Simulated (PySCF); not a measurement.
Name the molecule from its bond curve

A diatomic of charge -1 contains C. Its triplet curve at UHF-CCSD(T) in a double-zeta basis (no relativity, PySCF), in eV from the separated fragments:

(R (Å), E (eV)): (1.031, -3.124), (1.077, -3.259), (1.112, -3.309), (1.146, -3.324), (1.180, -3.311), (1.226, -3.260), (1.284, -3.157), (1.352, -2.996)

The fit gives ωe = 2631 cm⁻¹ and the rotational constant Bₑ = 13.81 cm⁻¹.

Which atom is the partner?

The minimum lies at 1.146 Å, so the reduced mass is 16.8576 u Å² cm⁻¹/(Bₑ·Re²) = 0.9295 u. With C at 12.00 u the partner weighs about 1.0 u: H. The molecule is CH⁻.

Correlated steps freeze 1 core orbital. The state is the lowest determinant that a PBE0 search found; another state may lie lower at other levels.
